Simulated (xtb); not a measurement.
xtb input (GFN1-xTB):

```bash
xtb mol.xyz --gfn 1 --opt tight --chrg 0 --uhf 0
```
mol.xyz:
```
2

Si    -0.00000000    -0.00000000    -0.55023073
O      0.00000000     0.00000000     0.96290378
```

Output:

```
           -------------------------------------------------
          |                Calculation Setup                |
           -------------------------------------------------

           -------------------------------------------------
          |                 G F N 1 - x T B                 |
           -------------------------------------------------

        Reference                      10.1021/acs.jctc.7b00118
      * Hamiltonian:
        H0-scaling (s, p, d)           1.850000    2.250000    2.000000
        zeta-weighting                 0.000000
      * Dispersion:
        s8                             2.400000
        a1                             0.630000
        a2                             5.000000
        s9                             0.000000
      * Repulsion:
        kExp                           1.500000
        rExp                           1.000000
      * Coulomb:
        alpha                          2.000000
        third order                    atomic
        anisotropic                    false
      * Halogen bond correction:
        rad-scale                      1.300000
        damping                        0.440000

          ...................................................
          :                      SETUP                      :
          :.................................................:
          :  # basis functions                  14          :
          :  # atomic orbitals                  13          :
          :  # shells                            5          :
          :  # electrons                        10          :
          :  # halogen bonds                     0          :
          :  max. iterations                   250          :
          :  Hamiltonian                  GFN1-xTB          :
          :  restarted?                      false          :
          :  GBSA solvation                  false          :
          :  PC potential                    false          :
          :  electronic temp.          300.0000000     K    :
          :  accuracy                    1.0000000          :
          :  -> integral cutoff          0.2500000E+02      :
          :  -> integral neglect         0.1000000E-07      :
          :  -> SCF convergence          0.1000000E-05 Eh   :
          :  -> wf. convergence          0.2000000E-04 e    :
          :  Broyden damping             0.4000000          :
          :  net charge                          0          :
          :  unpaired electrons                  0          :
          ...................................................

 iter      E             dE          RMSdq      gap      omega  full diag
   1     -6.6140146 -0.661401E+01  0.918E+00    5.37       0.0  T
   2     -6.6201421 -0.612748E-02  0.450E+00    4.87       1.0  T
   3     -6.6207373 -0.595209E-03  0.111E+00    4.71       1.0  T
   4     -6.6220584 -0.132107E-02  0.312E-01    4.60       1.0  T
   5     -6.6220542  0.414713E-05  0.111E-01    4.64       1.0  T
   6     -6.6220721 -0.178993E-04  0.228E-03    4.62      31.0  T
   7     -6.6220721 -0.961587E-08  0.648E-04    4.62     109.2  T
[...]
         #    Occupation            Energy/Eh            Energy/eV
      -------------------------------------------------------------
         1        2.0000           -0.6874268             -18.7058
         2        2.0000           -0.5145047             -14.0004
         3        2.0000           -0.4810011             -13.0887
         4        2.0000           -0.4810011             -13.0887
         5        2.0000           -0.4073794             -11.0854 (HOMO)
         6                         -0.2374864              -6.4623 (LUMO)
         7                         -0.2374864              -6.4623
         8                         -0.1051075              -2.8601
         9                         -0.0483682              -1.3162
        10                         -0.0483682              -1.3162
       ...                                ...                  ...
        13                          1.2146791              33.0531
      -------------------------------------------------------------
                  HL-Gap            0.1698930 Eh            4.6230 eV
             Fermi-level           -0.3224329 Eh           -8.7738 eV

 SCC (total)                   0 d,  0 h,  0 min,  0.002 sec
 SCC setup                      ...        0 min,  0.000 sec (  4.634%)
 Dispersion                     ...        0 min,  0.000 sec (  1.317%)
 classical contributions        ...        0 min,  0.000 sec (  0.414%)
 integral evaluation            ...        0 min,  0.001 sec ( 36.624%)
 iterations                     ...        0 min,  0.000 sec ( 19.451%)
 molecular gradient             ...        0 min,  0.001 sec ( 32.017%)
 printout                       ...        0 min,  0.000 sec (  4.510%)

         :::::::::::::::::::::::::::::::::::::::::::::::::::::
         ::                     SUMMARY                     ::
         :::::::::::::::::::::::::::::::::::::::::::::::::::::
         :: total energy              -6.583359125236 Eh    ::
         :: gradient norm              0.000123481829 Eh/a0 ::
         :: HOMO-LUMO gap              4.623023958054 eV    ::
         ::.................................................::
         :: SCC energy                -6.621887443150 Eh    ::
         :: -> electrostatic           0.056594068844 Eh    ::
         :: repulsion energy           0.038756713472 Eh    ::
         :: dispersion energy         -0.000228395558 Eh    ::
         :: halogen bond corr.         0.000000000000 Eh    ::
         :: add. restraining           0.000000000000 Eh    ::
         :: total charge              -0.000000000000 e     ::
         :::::::::::::::::::::::::::::::::::::::::::::::::::::

           -------------------------------------------------
          |                Property Printout                |
           -------------------------------------------------

    * Orbital Energies and Occupations

         #    Occupation            Energy/Eh            Energy/eV
      -------------------------------------------------------------
         1        2.0000           -0.6874268             -18.7058
         2        2.0000           -0.5145047             -14.0004
         3        2.0000           -0.4810011             -13.0887
         4        2.0000           -0.4810011             -13.0887
         5        2.0000           -0.4073794             -11.0854 (HOMO)
         6                         -0.2374864              -6.4623 (LUMO)
         7                         -0.2374864              -6.4623
         8                         -0.1051075              -2.8601
         9                         -0.0483682              -1.3162
        10                         -0.0483682              -1.3162
        11                          0.1555510               4.2328
        12                          0.1555510               4.2328
        13                          1.2146791              33.0531
      -------------------------------------------------------------
                  HL-Gap            0.1698930 Eh            4.6230 eV
             Fermi-level           -0.3224329 Eh           -8.7738 eV

  Mulliken/CM5 charges         n(s)   n(p)   n(d)
     1Si    0.49596  0.49828   1.804  1.164  0.537
     2O    -0.49596 -0.49828   1.683  4.813  0.000

Wiberg/Mayer (AO) data.
largest (>0.10) Wiberg bond orders for each atom

 ---------------------------------------------------------------------------
     #   Z sym  total        # sym  WBO       # sym  WBO       # sym  WBO
 ---------------------------------------------------------------------------
     1  14 Si   2.321 --     2 O    2.321
     2   8 O    2.321 --     1 Si   2.321
 ---------------------------------------------------------------------------

Topologies differ in total number of bonds
Writing topology from bond orders to xtbtopo.mol

 dipole moment from electron density (au)
     X       Y       Z
   0.0000   0.0000  -2.0490  total (Debye):    5.208

           -------------------------------------------------
          |                Geometry Summary                 |
           -------------------------------------------------

      molecular mass/u    :       44.0849036
   center of mass at/Å    :        0.0000000       0.0000000      -0.0011701
  moments of inertia/u·Å² :        0.0000000E+00   0.2335758E+02   0.2335758E+02
rotational constants/cm⁻¹ :             Infinity   0.7217201E+00   0.7217201E+00

optimized geometry written to: xtbopt.xyz

           -------------------------------------------------
          | TOTAL ENERGY               -6.583359125236 Eh   |
          | GRADIENT NORM               0.000123481829 Eh/α |
          | HOMO-LUMO GAP               4.623023958054 eV   |
           -------------------------------------------------

------------------------------------------------------------------------
------------------------------------------------------------------------
 total:
Note: The following floating-point exceptions are signalling: IEEE_DIVIDE_BY_ZERO IEEE_DENORMAL
normal termination of xtb
 SCF:
 ANC optimizer:
```
